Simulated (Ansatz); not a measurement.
# How far each method lies from full CI for AlGa⁺, doublet

Geometry: that of the AlGa, singlet, kept fixed.

```xyz
2

Al    0.0000    0.0000    0.0000
Ga    0.0000    0.0000    3.0185
```

Basis cc-pVDZ; Ansatz 0.2.0. Correlated methods freeze the noble-gas cores and the filled d shells of p-block atoms, which leaves 5 electrons in 26 orbitals. Prefix R: restricted or restricted open-shell reference; prefix U: unrestricted. Active spaces: valence = (5e, 8o) chosen from the atoms' valence shells. No spin–orbit coupling is included, and no scalar relativity.

Full CI is exact within this basis and frozen core; it isn't the basis-set limit. The frozen core follows each run's orbitals, which can shift R against U totals by a few meV for light atoms and by up to 0.1 eV past Ca.

For open shells CISD and CISDTQ are restricted-active-space CI with the open shells as a complete middle space.

```
UHF ⟨S²⟩                          : 0.804
T1 diagnostic (RCCSD)             : 0.0309
largest doubles amplitude (RCCSD) : 0.089
```

```json
{"level": "RHF", "E − E(full CI) (kJ/mol)": "251.7", "share of correlation (%)": "0.00", "wall time": "–"}
{"level": "RMP2", "E − E(full CI) (kJ/mol)": "79.3", "share of correlation (%)": "68.50", "wall time": "–"}
{"level": "CISD", "E − E(full CI) (kJ/mol)": "18.4", "share of correlation (%)": "92.70", "wall time": "1.4 s"}
{"level": "RCCSD", "E − E(full CI) (kJ/mol)": "6.9", "share of correlation (%)": "97.26", "wall time": "–"}
{"level": "RCCSD(T)", "E − E(full CI) (kJ/mol)": "1.9", "share of correlation (%)": "99.24", "wall time": "3.6 s"}
{"level": "BCCD(T)", "E − E(full CI) (kJ/mol)": "1.9", "share of correlation (%)": "99.23", "wall time": "3 s"}
{"level": "RCCSDT", "E − E(full CI) (kJ/mol)": "0.2", "share of correlation (%)": "99.92", "wall time": "–"}
{"level": "CISDTQ", "E − E(full CI) (kJ/mol)": "0.3", "share of correlation (%)": "99.89", "wall time": "2.4 s"}
{"level": "RCCSDT(Q)", "E − E(full CI) (kJ/mol)": "0.0", "share of correlation (%)": "99.99", "wall time": "5.5 s"}
{"level": "CASSCF (valence space)", "E − E(full CI) (kJ/mol)": "87.9", "share of correlation (%)": "65.09", "wall time": "–"}
{"level": "NEVPT2 (valence space)", "E − E(full CI) (kJ/mol)": "24.7", "share of correlation (%)": "90.17", "wall time": "3.1 s"}
{"level": "MRCISD (valence space)", "E − E(full CI) (kJ/mol)": "2.3", "share of correlation (%)": "99.09", "wall time": "–"}
{"level": "MRCISD+Q (valence space)", "E − E(full CI) (kJ/mol)": "-0.8", "share of correlation (%)": "100.33", "wall time": "5.5 s"}
```

The correlation energy at full CI, counted from RHF, is -2.609 eV. That run took 4.8 s on 1 thread of Intel Xeon Platinum 8488C, shared host over 212,056 determinants.

Run but not shown, since their state or frozen core can't be matched to the reference's or they repeat it: UHF, UMP2, UCCSD, UCCSD(T), UCCSDT, UCCSDT(Q).

Times hold each run's SCF and search for its determinant on a shared host, so for small cases they say little of a method's own cost; they ran on 1 thread of Intel Xeon Platinum 8488C.

More than 5 meV below full CI, which no variational method can be: MRCISD+Q (valence space).

The full-CI state has the irrep A1 of C2v, in the program's axes (one component, if the state is degenerate).

Natural occupations of full CI about the gap: 1.914 1.873 0.976 0.043 0.043 0.035 0.035 0.035 0.009 0.008; effectively unpaired electrons, Σ n²(2−n)², 1.11.
